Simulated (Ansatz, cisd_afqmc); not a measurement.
Barrier from CH3ClF- (complex or saddle point, singlet) to the saddle point below; all geometries are those of the NHTBH38 set.
```
C
H 1 1.0696
H 1 1.0696 2 118.62
H 1 1.0696 2 118.62 3 156.83
F 1 2.0496 2 83.20 3 78.41
Cl 1 2.1129 2 96.80 3 -101.59
```
Charge -1, spin multiplicity 1.

Property: barrier height (electronic, no zero-point energy), in kcal/mol. UHF or UKS for unpaired electrons; spin-orbit terms are left out. Correlated methods leave the cores frozen. Rows without X2C or -DK are non-relativistic. AFQMC/CISD: phaseless, guided by CISD from CCSD amplitudes; bars are statistical, one sigma. Outlying blocks are dropped, and bars are widened where a walk drifts. Over all cases where full CI ran beside it in this data, AFQMC minus full CI had a median of +0.1 mEh and passed +0.4 mEh in a tenth of the cases. CBS(X,Y): correlation extrapolated as X^-3, Hartree-Fock from the larger set. A bracket is a step between two methods taken in the basis named. The functionals are non-relativistic, so their misses hold any scalar relativity. Double hybrids freeze cores in their MP2 part. '+ core + X2C': CCSD(T) terms for core correlation (cc-pwCVTZ, 1s frozen past Ne) and scalar relativity (cc-pVTZ-DK). def2-TZVPD holds few diffuse functions, which lowers the functionals' binding of the extra electron.

Published benchmark value: 2.9 kcal/mol (Zhao et al., NHTBH38), a best estimate, not a measurement.

```
level                                                                                                           program  barrier height (kcal/mol)  difference against that value
--------------------------------------------------------------------------------------------------  -------------------  -------------------------  -----------------------------
r2SCAN/def2-TZVPD                                                                                                Ansatz                       -0.6                           -3.5
r2SCANh/def2-TZVPD                                                                                               Ansatz                        0.3                           -2.6
B2PLYP/def2-TZVPD                                                                                                Ansatz                        1.7                           -1.2
CCSD/aug-cc-pV(Q+d)Z                                                                                             Ansatz                        4.4                            1.5
AFQMC/CISD/aug-cc-pV(T+d)Z                                                                                   cisd_afqmc                  3.2 ± 0.4                            0.3
CCSD(T)/CBS(aug-cc-pV(T+d)Z,aug-cc-pV(Q+d)Z) + [AFQMC/CISD - CCSD(T)]/aug-cc-pV(T+d)Z + core + X2C  Ansatz + cisd_afqmc                  3.4 ± 0.4                            0.5
```

Ansatz is a quantum-chemistry and plane-wave program.
